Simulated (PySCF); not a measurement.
**SiS⁻ at UHF-MP2**

Computed with UHF-MP2; Si def2-TZVPPD, S def2-TZVPPD; no relativity (PySCF 2.14).

* state: ²Π (doublet), unpaired electrons π ↑
* bond length: 2.035 Å
* harmonic wavenumber: 624 cm⁻¹
* force constant: 3.42 mdyn/Å
* rotational constant Be: 0.2729 cm⁻¹
* anharmonicity ωexe: 2.24 cm⁻¹
* vibration–rotation constant αe: 0.00146 cm⁻¹

Correlated steps freeze 10 core orbitals. The state is the lowest determinant that a PBE0 search found; another state may lie lower at other levels.
